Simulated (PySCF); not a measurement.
C₃H₃ClO₂.
Geometry (GFN2-xTB, Å), atoms numbered from 1 in this order:
```
atom  x, y, z in Å
O1     1.6552    1.4615   -0.2703
C2     0.9340    0.4949   -0.3001
O3     1.4076   -0.7518   -0.1859
C4    -0.5269    0.5888   -0.4639
C5    -1.4146   -0.4039   -0.5115
Cl6   -1.0644   -2.0611   -0.3918
H7     2.3719   -0.7298   -0.0819
H8    -0.8804    1.6057   -0.5526
H9    -2.4688   -0.1983   -0.6361
```

Computed, not measured: TDDFT CAM-B3LYP/def2-SVPD, vertical, gas phase, core orbitals frozen in the response (PySCF 2.14.0, density-fitted response routines).

Ground-to-excited transition dipoles (e·a0, same axes as the geometry; the sign carries no meaning), for the states with f of 0.002 or more among the lowest 8:

```csv
state,E (eV),μx,μy,μz
S2,5.877,-1.122,-1.179,-0.064
S4,7.220,0.173,0.368,0.000
S7,7.934,-0.209,0.573,-0.052
S8,8.068,0.013,-0.006,-0.118
```

Q: Work out the oscillator strengths.

A: f = (2/3) ΔE |μ|² with ΔE in hartree (27.2114 eV).

```tsv
state	|μ|² (au)	|μ| (D)	f
S2	2.652	4.14	0.382
S4	0.166	1.03	0.029
S7	0.375	1.56	0.073
S8	0.014	0.30	0.003
```

Q: The point group is Cs. Which irreducible representation does each state belong to?

A: The ground state is totally symmetric, so the direction of μ fixes the label. Polarised normal to the mirror plane, so A″: S8. Polarised in the mirror plane, so A′: S2, S4 and S7.

Q: Which bond between heavy atoms lies closest to the direction of the S2 transition dipole?

A: C4–C5, at 2° from it; next O1–C2 at 7°.

Q: What angle do the transition dipoles of S4 and S7 make?

A: |cos θ| = |μa·μb| / (|μa| |μb|) = 0.70, so θ ≈ 45° (taken between 0 and 90°, since the signs are arbitrary).

Q: How is the summed strength of these states shared among x, y and z?

A: (2/3) Σ ΔE μα² gives 0.195 for x, 0.288 for y and 0.004 for z, 0.487 in all.

Q: What peak molar absorption coefficient would the strongest computed level give as a lone Gaussian band 0.4 eV wide at half height?

A: ε(max) = 2.175×10⁸ f / FWHM, with the width in cm⁻¹. S2: 2.175×10⁸ × 0.3818 / 3226 ≈ 26000 L mol⁻¹ cm⁻¹.

One conformer stands for the species.
